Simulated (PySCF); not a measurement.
Species: CHF2CH2SH, C2H4F2S.
SMILES: `C(F)(CS)F`

Torsions of this conformer, `[F:1][CH:2]([F:3])[CH2:4][SH:5]`: F1–C2–C4–S5 60°, H–S5–C4–C2 -60°.

The closed-shell ground state was solved at several levels (PySCF, density fitting, gas phase, non-relativistic). The structure is a single PBE0-D3(BJ)/def2-SVP conformer in the gas phase; no vibrational or solvent corrections.

```
             level  basis functions  HOMO (eV)  LUMO (eV)  gap (eV)  dipole (D)
       PBE0/STO-3G               33      -3.63       6.39     10.02        1.35
PBE0/6-311+G(2d,p)              167      -7.17       0.02      7.19        2.46
     PBE0/def2-SVP               94      -6.98       1.05      8.03        2.36
  wB97X-D/pcSseg-2              243      -9.08       1.95     11.03        2.51
  LC-wPBE/pcSseg-2              243      -9.99       2.15     12.14        2.55
       PBE0/6-31G*               82      -7.01       0.85      7.86        2.40
```

**Question.** What might BP86/pcSseg-2 (243 basis functions) give for the same quantities?

**Answer.** HOMO -6.02 eV, LUMO -0.70 eV, gap 5.32 eV, dipole 2.36 D.

**Question.** Over all these levels, which gives the widest orbital gap and which the narrowest?

**Answer.** LC-wPBE/pcSseg-2 (range-separated hybrid) has the widest, 12.14 eV, and BP86/pcSseg-2 (GGA) the narrowest, 5.32 eV. The two share the basis. From the narrowest to the widest the HOMO moves by -3.97 eV and the LUMO by +2.85 eV.

**Question.** How much does the basis alone move the frontier levels among the 4 PBE0 rows?

**Answer.** The HOMO by 3.54 eV and the LUMO by 6.37 eV. By rising basis size (HOMO, LUMO in eV): STO-3G -3.63, 6.39; 6-31G* -7.01, 0.85; def2-SVP -6.98, 1.05; 6-311+G(2d,p) -7.17, 0.02.

**Question.** How far do the dipole and the HOMO energy spread over the levels?

**Answer.** The dipole runs from 1.35 to 2.55 D (mean 2.28 D) and the HOMO from -9.99 to -3.63 eV.
